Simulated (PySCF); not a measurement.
Species: C4H5O2 (doublet state).
Geometry (GFN2-xTB, Å), atoms numbered from 1 in this order:
```xyz
11
C4H5O2 angstrom
C      1.6458    0.3149   -0.2885
C      0.8287   -0.4189    0.6047
O      1.2182   -0.8550    1.6886
C     -0.5965   -0.6551    0.1762
C     -1.4541    0.4794   -0.2049
O     -0.9502   -0.4057   -1.1525
H      1.2670    0.6338   -1.2433
H      2.6667    0.5235   -0.0217
H     -1.0673   -1.5154    0.6453
H     -1.0340    1.4796   -0.2183
H     -2.5188    0.4215   -0.0115
```

The hyperfine couplings belong to this conformer and change with its torsions.

Identity: `[CH2]C(=O)[C@H]1CO1` [radical].

Computed, not measured: UKS B3LYP, pcH-1 on C H O, non-relativistic, mean-field spin-orbit, GIAO (PySCF). Geometry: GFN2-xTB, one conformer, isolated molecule. Couplings are sensitive to structure, and on GFN2-xTB geometries they can be far from those on DFT ones. Stability of the SCF solution: not tested.

Q: The isotropic 13C couplings are +66.7, -42.0, +2.5, -2.4 MHz. Assign them to C1; C2; C4; C5.

A: 
| site | a_iso (MHz) | ρ(0) (bohr⁻³) | position | distance from C1 (Å) | spin population | largest \|T\| (MHz) |
| --- | --- | --- | --- | --- | --- | --- |
| C1 | +66.7 | +0.0593 | largest spin population | 0.00 | +0.87 | 131.4 |
| C2 | -42.0 | -0.0374 | 1 bond from C1 | 1.42 | -0.13 | 15.9 |
| C4 | -2.4 | -0.0021 | 2 bonds from C1 | 2.49 | 0.00 | 1.1 |
| C5 | +2.5 | +0.0023 | 3 bonds from C1 | 3.11 | 0.00 | 2.0 |

ρ(0) is the spin density at the nucleus and T the dipolar tensor. Largest spin populations (Mulliken): C1 (+0.87), O3 (+0.32) and C2 (-0.13). The angles at C1 add up to 360.0°, so it is planar; its axial dipolar tensor and the negative couplings of its protons fit spin in a p orbital normal to that plane.

H7 and H8 aren't averaged: C1 is flat or nearly so (angle sum 360°), and its turn about the short C1–C2 bond (1.42 Å) is taken as slow.

The run took 24 s (with the writing of density and orbital grids) on one thread, Arm Neoverse V2 (aarch64), shared host, and the process peaked at 0.85 GiB of memory.
